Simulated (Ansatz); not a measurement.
## How far each method lies from full CI for HAlSi, singlet

Geometry: displaced at random from a stationary point.

```csv
atom,x (Å),y (Å),z (Å)
Si,0.0844,0.0052,2.0958
Al,-0.0805,0.0136,-0.2464
H,-0.0039,-0.0188,-1.8494
```

Basis 6-31G; Ansatz 0.2.0. Only valence electrons are correlated (noble-gas cores frozen), which leaves 8 electrons in 18 orbitals. R marks a restricted (for open shells ROHF) determinant, U an unrestricted one. Active spaces: valence = (8e, 9o) chosen from the atoms' valence shells.

Full CI is exact within this basis and frozen core; it isn't the basis-set limit. The frozen core follows each run's orbitals, which can shift R against U totals by a few meV.

The UHF ⟨S²⟩ is 1.001. The T1 diagnostic (RCCSD) is 0.0285 and the largest doubles amplitude (RCCSD) is 0.167.

```tsv
level	E − E(RHF) (eV)
RMP2	-1.9688
RCCSD	-2.6854
RCCSD(T)	-2.7702
```

Question: Estimate how far full CI in 6-31G lies from RCCSD(T). The table doesn't fix it; the size of (T) and the diagnostics are the guide.

Answer: Full CI in 6-31G lies 111 meV below RCCSD(T), which is 131 % of the (T) step (-85 meV). More than one determinant leads, and the rest is a large part of (T). The miss exceeds 1 kcal/mol.

The other levels:

```csv
level,E − E(full CI) (meV),share of correlation (%),wall time
UHF†,2176,–,1.3 s
UMP2†,434,–,–
CISD,388,86.55,0.57 s
UCCSD*†,-275,–,–
UCCSD(T)*†,-414,–,9 s
BCCD(T),114,96.06,1 s
RCCSDT*,50,98.26,–
UCCSDT*†,-572,–,–
RCCSDT(Q)*,10,99.64,1.6 s
UCCSDT(Q)*†,-610,–,14 s
RCCSDTQ*,2,99.92,7 s
UCCSDTQ*†,-606,–,50 s
CASSCF (valence space),649,77.48,–
NEVPT2 (valence space),201,93.04,4.3 s
MRCISD (valence space),16,99.43,–
MRCISD+Q (valence space),2,99.93,7.5 s
```

An asterisk marks runs whose energy the program itself flagged as in doubt. A dagger marks rows that describe another state than the reference (another or a broken symmetry, a higher spin or other natural occupations), so the difference isn't the method's error.

The correlation energy at full CI, counted from RHF, is -2.881 eV. That run took 35 s on 1 thread of INTEL XEON PLATINUM 8581C, shared host over 4,682,448 determinants.

Times hold each run's SCF and search for its determinant on a shared host, so for small cases they say little of a method's own cost; they ran on 1 thread of INTEL XEON PLATINUM 8581C. Some runs computed forces too.

Unrestricted levels hold only the spin's projection, and here they fall towards a lower state of higher spin.

The full-CI state has the irrep A' of Cs, in the program's axes (one component, if the state is degenerate).

Natural occupations of full CI about the gap: 1.965 1.957 1.919 0.970 0.943 0.072 0.063 0.060 0.018 0.008; effectively unpaired electrons, Σ n²(2−n)², 2.08. No single determinant describes this state well, so single-reference rows can miss without a flag.
